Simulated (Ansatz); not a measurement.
# C2H3N, SMILES C1=CN1: a ladder of basis sets

Program: Ansatz 0.2.0 through its Python package.

Run as a notebook:

**Cell 1**
```python
from dataclasses import dataclass

import ansatz as az


@dataclass(frozen=True)
class RunConfig:
    method: str = "MP2"
```

**Cell 2**
```python
cfg = RunConfig()
```

**Cell 3**
```python
geometry_ang = [
    ("C", (-0.7189, 0.1607, -0.3364)),
    ("C", (0.5279, 0.1759, -0.6492)),
    ("N", (0.0913, 0.7816, 0.4825)),
    ("H", (-1.2657, -0.6793, -0.1487)),
    ("H", (1.1015, -0.7476, -0.7264)),
    ("H", (0.3059, 0.2447, 1.3319)),
]
mol = az.Crystal.molecule()
for symbol, xyz in geometry_ang:
    mol = mol.atom(symbol, xyz)
```

**Cell 4**
```python
model = mol.calculation().correlation(cfg.method)
```

**Cell 5**
```python
energies = {}
for basis in ["cc-pVDZ", "cc-pVTZ"]:
    data = model.basis(gaussian=basis).run(threads=1, pin="off").report
    size = data["n_frozen"] + data["n_occupied"][0] + data["n_virtual"][0]
    energies[basis] = (data["reference_energy_ev"] / 27.211386246, data["free_energy_ev"] / 27.211386246)
    print(f"{basis:14s} {size:4d} orbitals  reference {energies[basis][0]:14.6f} Ha  total {energies[basis][1]:14.6f} Ha")
```
Output:
```text
cc-pVDZ          57 orbitals  reference    -131.706231 Ha  total    -132.138186 Ha
cc-pVTZ         132 orbitals  reference    -131.748226 Ha  total    -132.279683 Ha
```

**Cell 6**
```python
small, large = (energies[b][1] - energies[b][0] for b in ("cc-pVDZ", "cc-pVTZ"))
limit = (3 ** 3 * large - 2 ** 3 * small) / (3 ** 3 - 2 ** 3)
print(f"correlation energy: {small:.6f} and {large:.6f} Ha, extrapolated {limit:.6f} Ha")
print(f"share caught by the larger set: {100 * large / limit:.1f} %")
```
Output:
```text
correlation energy: -0.431955 and -0.531456 Ha, extrapolated -0.573352 Ha
share caught by the larger set: 92.7 %
```

Against cc-pVDZ: cc-pVTZ -141.5 mHa. The last step alone is -141.50 mHa.

Caveats:
- The drop along the ladder measures the basis error, and is no property of the molecule.
- The geometry is a force-field or estimated start, not a minimum of this method, and the last set is no limit. Much of the fall in a total is atomic energy, which cancels in bond and reaction energies.
- Inner cores stay frozen, so this is valence correlation.
- An extrapolation from small basis sets is rough.
- Wall time of the script: 2 s on 1 thread of Intel(R) Xeon(R) Processor @ 2.30GHz (shared host), peak memory 0.28 GiB.
